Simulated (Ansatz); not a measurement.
# B2S: the cost of one run

Program: Ansatz 0.2.0, Gaussian basis. Level of theory: def2-QZVPP, core rule «outside noble gas», up to 7 orbitals frozen. These are calculated values, not measurements.

The runs, in order: UHF; ROHF; CCSD(T) on UHF.

2 further runs of the same task are left out: 2 set aside as unsound or not needed.

## (1) The geometry

The geometry is a PBE0/def2-TZVP stationary point (not a proven minimum) of the parent state, kept for this charge and spin.

3 atoms, charge 0, spin multiplicity 3.

Atoms are counted from 1 here; the program's logs count them from 0.

Bond lengths: B1–S2 1.839 Å, S2–B3 1.839 Å. Angles: B1–S2–B3 106.6°.

## (2) UHF

Input file in.yaml:

```yaml
crystal:
  periodic: [false, false, false]
  atoms:
    - {symbol: B, position_ang: [0.000000, -0.656173, 1.474455]}
    - {symbol: S, position_ang: [0.000000, 0.442469, 0.000000]}
    - {symbol: B, position_ang: [0.000000, -0.656173, -1.474455]}
basis:
  gaussian: {orbitals: "def2-QZVPP.json"}
magnetization: {spin_polarized: true, initial_magnetization: 2}
hamiltonian: {xc: hf}
output: {orbitals: {seedname: orbitals}}
```

On the command line:

```sh
ansatz run in.yaml --threads 1 --pin off --events-out ev --progress --plain --max-ram 2393MiB
```

Q: Estimate wall time and peak memory on 1 thread of Arm Neoverse V2, shared host.

About 19 s, with a peak of 0.4 GiB.
